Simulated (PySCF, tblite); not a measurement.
**C4H5O2 radical: geometry, infrared bands and EPR parameters**

What infrared bands and EPR parameters should C4H5O2 radical (`CC(=O)[C@H]1[CH]O1`) show?

Programs: tblite 0.8.0 and PySCF 2.14.0, with density-fitted response routines of our own. Each step states its level of theory. These are calculated values for one molecule in the gas phase, unless marked as measured. Atoms are numbered from 0 throughout.

### Step 1. The starting structure

11 atoms, charge 0, multiplicity 2; geometry from: force field or distance geometry start.

Bonds of the start (Å): C0–C1 1.47, C1–O2 1.21, C1–C3 1.49, C3–C4 1.51, C4–O5 1.38, O5–C3 1.38, C0–H6 1.11, C0–H7 1.12, C0–H8 1.12, C3–H9 1.10, C4–H10 1.10.

### Step 2. Relaxing the molecule with GFN2-xTB

Job settings and geometry (Å):

```
{"job": {"kind": "relax", "xc": "GFN2-xTB", "basis": "xTB"}, "charge": 0, "multiplicity": 2}
C     -1.291000     0.459400    -0.000800
C     -0.348900    -0.469800    -0.647900
O     -0.586100    -1.047700    -1.682800
C      0.973800    -0.748300    -0.021000
C      1.787600     0.382500     0.567400
O      1.103800    -0.543500     1.334800
H     -1.250800     1.485500    -0.432900
H     -2.326400     0.043300    -0.068500
H     -1.070300     0.505100     1.092900
H      1.597800    -1.465300    -0.566300
H      1.415900     1.401400     0.399300
```

Run with:

```sh
$ OMP_NUM_THREADS=1 python probes_run.py task.json out
```

One launch serves the whole session: the jobs run in the order shown.

**Question.** This job is followed by: GFN2-xTB harmonic vibrations, gas phase; UKS B3LYP, pcH-1 on C H O, non-relativistic, mean-field spin-orbit, GIAO. What will the session give for the following? strongest single infrared mode (GFN2-xTB); zero-point energy (GFN2-xTB); g(iso) (B3LYP); ⟨S²⟩; largest a(iso) (averaged by class); potential on the surface of density 0.002 e/bohr³, 1st and 99th percentile.

As calculated:

| quantity | value |
| --- | --- |
| strongest single infrared mode (GFN2-xTB) | 1764 cm⁻¹, 377 km/mol |
| zero-point energy (GFN2-xTB) | 49.9 kcal/mol |
| g(iso) (B3LYP) | 2.00314 |
| ⟨S²⟩ | 0.753 (exact 0.75) |
| largest a(iso) (averaged by class) | 13C on C4, 383.5 MHz |
| potential on the surface of density 0.002 e/bohr³, 1st and 99th percentile | -1.53 V and 1.53 V |

In words: Relaxing lowered the energy by 0.414 eV in 71 steps; the close pair that moved most is C3–C4, from 1.512 to 1.454 Å. No mode is imaginary among the 27: a minimum at this level. The strongest single mode, at 1764 cm⁻¹, moves mainly C1 and O2. Unscaled tight-binding wavenumbers are off by several per cent, some by more. Its intensities can rank the bands wrongly. Most of the unpaired spin sits on C4 (0.84 e). The isotropic g lies 0.8 ppt above the free-electron value. These values are for one conformer; the search (at its own cheap level) found 2 more, at 0.18, 1.26 kcal/mol, and measured spectra average over such forms.
